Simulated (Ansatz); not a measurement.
The input, for Ansatz 0.2.0:

```yaml
crystal:
  periodic: [false, false, false]
  atoms:
    - {symbol: N, position_ang: [0.000663, 0.006071, 0.667613]}
    - {symbol: C, position_ang: [-0.000170, -0.010072, -0.580344]}
    - {symbol: H, position_ang: [0.047794, -0.888112, -1.195886]}
    - {symbol: H, position_ang: [-0.054983, 0.923773, -1.166084]}
basis:
  gaussian: {orbitals: cc-pVDZ}
magnetization: {spin_polarized: false, initial_magnetization: 1}
correlation: {method: ccsd, electrons: outside_noble_gas}
```

```sh
$ ansatz run in.yaml --threads 1 --pin off --events-out ev --progress --plain --max-ram 2393MiB
```

The program prints:

```
353 factors; integrals over basis functions are off by at most 1.1e-3 eV
mean field evaluation 1: about -2540.6075 eV, gradient 1.8e1 eV
mean field evaluation 2: about -2540.6092 eV, gradient 1.8e1 eV
mean field evaluation 4: about -2542.2750 eV, gradient 2.7e0 eV
mean field evaluation 8: about -2542.3389 eV, gradient 1.4e-4 eV
mean field evaluation 16: about -2542.3373 eV, gradient 1.6e-1 eV
mean field evaluation 32: about -2538.0021 eV, gradient 7.5e-1 eV
mean field -2542.33889360 eV, -93.4292310807 hartree, gradient 1.2e-6 eV, S^2 0.750000; 0 other end points of the search recorded, 0 dependent functions left out
mean field evaluation 64: about -2542.6211 eV, gradient 1.3e-2 eV
2 core orbitals not correlated: weight in the atoms' cores, before any rotation towards them, 1.000 or more for the frozen orbitals, at most 0.000 for the correlated occupied ones
reference -2542.33889360 eV, -93.4292310807 hartree; 6, 5 occupied and 30, 31 virtual orbitals, 353 factors
second order -7.14780522 eV of doubles, -0.08838075 eV of singles
cycle   1  -7.64074337 eV  change   -4.0e-1 eV  update   7.3e-2
cycle   2  -7.91365558 eV  change   -2.7e-1 eV  update   2.7e-2
cycle   3  -7.98840271 eV  change   -7.5e-2 eV  update   1.6e-2
cycle   4  -7.98957140 eV  change   -1.2e-3 eV  update   6.5e-3
cycle   5  -7.99164000 eV  change   -2.1e-3 eV  update   2.5e-3
cycle   6  -7.99207537 eV  change   -4.4e-4 eV  update   9.2e-4
cycle   7  -7.99221448 eV  change   -1.4e-4 eV  update   4.1e-4
cycle   8  -7.99240967 eV  change   -2.0e-4 eV  update   2.2e-4
cycle   9  -7.99241976 eV  change   -1.0e-5 eV  update   1.1e-4
cycle  10  -7.99246083 eV  change   -4.1e-5 eV  update   2.9e-5
cycle  11  -7.99246375 eV  change   -2.9e-6 eV  update   1.1e-5
Total energy: -2550.33135735 eV, -93.7229487059 hartree
```

Ran on 1 thread of Arm Neoverse V2, shared host: 0.54 s wall, 0.15 GiB peak host memory.
